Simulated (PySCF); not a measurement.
Identify the unknown among the candidates.

All candidates are C4H8S2.

* Rotational structure: rotational constants A, B, C: 2.832, 2.642, 1.667 GHz [GFN2-xTB]
* NMR, other nuclei: isotropic shieldings of nuclei other than C and H, by class: 398 (2 S) ppm [GIAO PBE0/pcSseg-1]
* 1H NMR: chemical shifts (computed TMS as zero) by class: 4.44 (1 H), 3.12 (2 H), 3.07 (2 H), 1.46 (3 H) ppm [GIAO PBE0/pcSseg-1]
* UV, first state: lowest singlet excitation: 5.08 eV (244 nm, f = 0.001) [TDDFT CAM-B3LYP/def2-SVPD]
* UV, strongest line: among the 8 lowest singlet transitions: S4 at 6.31 eV (197 nm, f = 0.058) [TDDFT CAM-B3LYP/def2-SVPD]
* 13C NMR: chemical shifts (computed TMS as zero) by class: 58.0 (1 C), 43.9 (2 C), 31.8 (1 C) ppm [GIAO PBE0/pcSseg-1]

Gas-phase values; electronic properties from PySCF, density fitting. Levels stand in brackets. Geometry: GFN2-xTB, one conformer, isolated molecule. NMR classes are plain means over equivalent atoms (diastereotopic ones count apart unless rotation or inversion swaps them), as if these changed places fast.

Question: Which candidate is it?
A. `C1CSCSC1`
B. `C=CSCSC`
C. `C1CCSSC1`
D. `CC1SCCS1`

Answer: D. It is `CC1SCCS1`. Numbering: `[CH3:1][CH:2]1[S:3][CH2:4][CH2:5][S:6]1`. Its formula, C4H8S2, gives 1 degree of unsaturation: 1 ring and 0 π bonds in the structure found. 4 carbons fall into 3 classes; from least to most shielded: ring sp3 carbon bound to sulfur [C2] (58.0 ppm), ring sp3 carbon bound to sulfur [C4/C5] (43.9 ppm, 2 C, up to 5.3 ppm apart in this geometry), methyl carbon [C1] (31.8 ppm). Hydrogen classes from least to most shielded: 1 H on an sp3 carbon bound to sulfur, C2 (4.44 ppm), 2 H on 2 like atoms (sp3 carbon bound to sulfur), C4/C5 (3.12 ppm), 2 H on 2 like atoms (sp3 carbon bound to sulfur), C4/C5 (3.07 ppm), 3 H on a methyl carbon, C1 (1.46 ppm). The other shieldings belong to: 398 ppm, sulfide sulfur [S3/S6]. The optimised geometry has point group C1 and is an asymmetric top.

The others, at the same levels:
- `C=CSCSC` fails: it has 4 carbon classes against 3; its computed 13C shifts are 144.3 (1 C), 115.6 (1 C), 50.7 (1 C), 17.6 (1 C) ppm, 1H shifts are 6.46 (1 H), 5.54 (1 H), 5.44 (1 H), 3.60 (2 H), 2.14 (3 H) ppm and strongest line among the 8 lowest singlet transitions is S3 at 5.66 eV (219 nm, f = 0.226) (against S4 at 6.31 eV).
- `C1CCSSC1` fails: it has 2 carbon classes against 3; its computed 13C shifts are 42.7 (2 C), 33.0 (2 C) ppm, 1H shifts are 2.64 (4 H), 1.86 (4 H) ppm and lowest singlet excitation is 4.38 eV (283 nm, f = 0.007) (against 5.08 eV).
- `C1CSCSC1` fails: its computed 13C shifts are 45.9 (1 C), 38.6 (2 C), 31.6 (1 C) ppm, 1H shifts are 3.78 (2 H), 2.71 (4 H), 1.98 (2 H) ppm and strongest line among the 8 lowest singlet transitions is S3 at 6.04 eV (205 nm, f = 0.051) (against S4 at 6.31 eV).

Each candidate is one conformer, not necessarily the lowest. Dipoles, sizes and rotational constants follow the conformer. The torsions of the flexible species, by atom-mapped SMILES:
- `[CH2:1]=[CH:2][S:3][CH2:4][S:5][CH3:6]`: C1–C2–S3–C4 171°, C2–S3–C4–S5 65°, S3–C4–S5–C6 68°

The conformers of `CC1SCCS1` aren't listed.
